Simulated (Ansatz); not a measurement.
Consider the isomerisation: `NCCC=O` → `C=C(O)NC`.

Isolated molecules relaxed with PBE0-D4/def2-TZVP in Ansatz; ΔE leaves out vibrations. CCSD(T)/CBS adds triple-zeta CCSD(T) − MP2 to the extrapolated MP2 energy (def2 sets, frozen cores). Functionals use def2-TZVPP. B3LYP here is the variant with VWN-RPA as its local correlation; programs differ in this. Each species was taken in one conformer, which may not be the lowest.

```
             level  ΔE (kJ/mol)
         revPBE-D4          9.0
           PBE0-D4          4.0
        r2SCANh-D4          1.1
        r2SCAN0-D4          0.9
            r2SCAN          1.7
             B3LYP          9.0
CCSD(T)/def2-TZVPP         17.6
     MP2/CBS(def2)         10.1
```

Question: What does CCSD(T)/CBS give? (Estimate.)

Answer: The calculation gave: +13.9 kJ/mol. The listed levels differ from it by -4.9, -9.9, -12.8, -13.0, -12.2, -4.9, 3.7, -3.8 kJ/mol.

Largest T1 diagnostic among the species: 0.012.

From BLYP to BHLYP (50 % exact exchange), in def2-TZVPP and without D4, ΔE moves by −3.3 kJ/mol. Leaving LDA and LC-ωPBE aside and taking each functional with its dispersion term where it has one, the values, not all of them listed here, spread over 13.1 kJ/mol, from r2SCAN0-D4 to ωB97X-V. LDA lies −26.7 kJ/mol from PBE without D4. In def2-TZVPP, CCSD(T) changes the Hartree–Fock value by −3.5 kJ/mol (the triples alone add −1.3 kJ/mol) and MP2 by −7.3 kJ/mol.
